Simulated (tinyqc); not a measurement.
Worked calculation: UKS/LDA (PW92) in the sto-3g basis, for LiH, spin multiplicity 3. One step of it, computed by the program tinyqc.

Task: Iteration 1: building the Kohn-Sham matrix. J_ij = sum D_kl (ij|kl) with D = D(alpha) + D(beta); F = H + J + V_xc; E = tr D H + tr D J / 2 + E_xc + E_nn.

D(alpha) at the start:
```
            1Li 1s     1Li 2s   1Li 2px   1Li 2py    1Li 2pz      2H 1s
1Li 1s    1.026141  -0.087776  0.000000  0.000000  -0.058663  -0.052349
1Li 2s   -0.087776   0.266134  0.000000  0.000000   0.249450   0.241699
1Li 2px   0.000000   0.000000  0.363589  0.481032   0.000000   0.000000
1Li 2py   0.000000   0.000000  0.481032  0.636411   0.000000   0.000000
1Li 2pz  -0.058663   0.249450  0.000000  0.000000   0.234371   0.227195
2H 1s    -0.052349   0.241699  0.000000  0.000000   0.227195   0.220258
```

D(beta) at the start:
```
            1Li 1s     1Li 2s   1Li 2px   1Li 2py    1Li 2pz      2H 1s
1Li 1s    1.011336  -0.025080  0.000000  0.000000   0.000242   0.004752
1Li 2s   -0.025080   0.000622  0.000000  0.000000  -0.000006  -0.000118
1Li 2px   0.000000   0.000000  0.000000  0.000000   0.000000   0.000000
1Li 2py   0.000000   0.000000  0.000000  0.000000   0.000000   0.000000
1Li 2pz   0.000242  -0.000006  0.000000  0.000000   0.000000   0.000001
2H 1s     0.004752  -0.000118  0.000000  0.000000   0.000001   0.000022
```

core Hamiltonian H = T + V (hartree):
```
            1Li 1s     1Li 2s    1Li 2px    1Li 2py    1Li 2pz      2H 1s
1Li 1s   -4.649507  -1.043276   0.000000   0.000000  -0.008724  -0.082202
1Li 2s   -1.043276  -1.338470   0.000000   0.000000  -0.089254  -0.397923
1Li 2px   0.000000   0.000000  -1.088761   0.000000   0.000000   0.000000
1Li 2py   0.000000   0.000000   0.000000  -1.088761   0.000000   0.000000
1Li 2pz  -0.008724  -0.089254   0.000000   0.000000  -1.156444  -0.547635
2H 1s    -0.082202  -0.397923   0.000000   0.000000  -0.547635  -1.196711
```

Two-electron integrals (ij|kl) in chemists' order, unique and non-zero (hartree):
```
(11|11) 1.680395   (21|11) 0.265420   (21|21) 0.049941   (22|11) 0.397727
(22|21) 0.092860   (22|22) 0.290562   (31|31) 0.008981   (32|31) 0.013788
(32|32) 0.064184   (33|11) 0.396640   (33|21) 0.092880   (33|22) 0.290497
(33|33) 0.312946   (41|41) 0.008981   (42|41) 0.013788   (42|42) 0.064184
(43|43) 0.016869   (44|11) 0.396640   (44|21) 0.092880   (44|22) 0.290497
(44|33) 0.279207   (44|44) 0.312946   (51|51) 0.008981   (52|51) 0.013788
(52|52) 0.064184   (53|53) 0.016869   (54|54) 0.016869   (55|11) 0.396640
(55|21) 0.092880   (55|22) 0.290497   (55|33) 0.279207   (55|44) 0.279207
(55|55) 0.312946   (61|11) 0.019290   (61|21) 0.003673   (61|22) 0.007041
(61|33) 0.006955   (61|44) 0.006955   (61|51) 0.000483   (61|52) 0.000943
(61|55) 0.007218   (61|61) 0.000301   (62|11) 0.078914   (62|21) 0.018808
(62|22) 0.066927   (62|33) 0.063020   (62|44) 0.063020   (62|51) 0.002892
(62|52) 0.021118   (62|55) 0.074681   (62|61) 0.001690   (62|62) 0.030817
(63|31) 0.001101   (63|32) 0.006022   (63|53) 0.002808   (63|63) 0.001607
(64|41) 0.001101   (64|42) 0.006022   (64|54) 0.002808   (64|64) 0.001607
(65|11) 0.108493   (65|21) 0.026013   (65|22) 0.094992   (65|33) 0.088466
(65|44) 0.088466   (65|51) 0.004443   (65|52) 0.032628   (65|55) 0.107958
(65|61) 0.002386   (65|62) 0.046842   (65|65) 0.071622   (66|11) 0.243349
(66|21) 0.058652   (66|22) 0.230034   (66|33) 0.210799   (66|44) 0.210799
(66|51) 0.008664   (66|52) 0.083063   (66|55) 0.268388   (66|61) 0.005312
(66|62) 0.139703   (66|65) 0.217964   (66|66) 0.774606
```

nuclear repulsion = 0.73023534 hartree

V_xc(alpha) (hartree):
```
            1Li 1s     1Li 2s    1Li 2px    1Li 2py    1Li 2pz      2H 1s
1Li 1s   -1.050561  -0.146085   0.000000   0.000000  -0.003592  -0.010892
1Li 2s   -0.146085  -0.220966   0.000000   0.000000  -0.039577  -0.075027
1Li 2px   0.000000   0.000000  -0.212075  -0.026564   0.000000   0.000000
1Li 2py   0.000000   0.000000  -0.026564  -0.226936   0.000000   0.000000
1Li 2pz  -0.003592  -0.039577   0.000000   0.000000  -0.219204  -0.111408
2H 1s    -0.010892  -0.075027   0.000000   0.000000  -0.111408  -0.357961
```

V_xc(beta) (hartree):
```
            1Li 1s     1Li 2s    1Li 2px    1Li 2py    1Li 2pz      2H 1s
1Li 1s   -1.039893  -0.136818   0.000000   0.000000  -0.001285  -0.009903
1Li 2s   -0.136818  -0.150924   0.000000   0.000000  -0.016469  -0.041039
1Li 2px   0.000000   0.000000  -0.147122  -0.011147   0.000000   0.000000
1Li 2py   0.000000   0.000000  -0.011147  -0.153300   0.000000   0.000000
1Li 2pz  -0.001285  -0.016469   0.000000   0.000000  -0.148524  -0.059029
2H 1s    -0.009903  -0.041039   0.000000   0.000000  -0.059029  -0.171275
```

E_xc = sum of w rho eps_xc = -2.00639350 hartree

Give: Coulomb J; F(alpha); F(beta); total energy of this density.

Result:

Coulomb J (hartree):
```
         1Li 1s  1Li 2s  1Li 2px  1Li 2py  1Li 2pz   2H 1s
1Li 1s   4.0987  0.7024   0.0000   0.0000   0.0111  0.0525
1Li 2s   0.7024  1.3510   0.0000   0.0000   0.0736  0.3319
1Li 2px  0.0000  0.0000   1.3380   0.0162   0.0000  0.0000
1Li 2py  0.0000  0.0000   0.0162   1.3472   0.0000  0.0000
1Li 2pz  0.0111  0.0736   0.0000   0.0000   1.3608  0.4730
2H 1s    0.0525  0.3319   0.0000   0.0000   0.4730  1.1947
```

F(alpha) (hartree):
```
          1Li 1s   1Li 2s  1Li 2px  1Li 2py  1Li 2pz    2H 1s
1Li 1s   -1.6013  -0.4869   0.0000   0.0000  -0.0012  -0.0406
1Li 2s   -0.4869  -0.2084   0.0000   0.0000  -0.0552  -0.1411
1Li 2px   0.0000   0.0000   0.0372  -0.0103   0.0000   0.0000
1Li 2py   0.0000   0.0000  -0.0103   0.0315   0.0000   0.0000
1Li 2pz  -0.0012  -0.0552   0.0000   0.0000  -0.0149  -0.1860
2H 1s    -0.0406  -0.1411   0.0000   0.0000  -0.1860  -0.3599
```

F(beta) (hartree):
```
          1Li 1s   1Li 2s  1Li 2px  1Li 2py  1Li 2pz    2H 1s
1Li 1s   -1.5907  -0.4777   0.0000   0.0000   0.0011  -0.0397
1Li 2s   -0.4777  -0.1384   0.0000   0.0000  -0.0321  -0.1071
1Li 2px   0.0000   0.0000   0.1021   0.0051   0.0000   0.0000
1Li 2py   0.0000   0.0000   0.0051   0.1051   0.0000   0.0000
1Li 2pz   0.0011  -0.0321   0.0000   0.0000   0.0558  -0.1337
2H 1s    -0.0397  -0.1071   0.0000   0.0000  -0.1337  -0.1733
```

total energy of this density = -7.521043 hartree
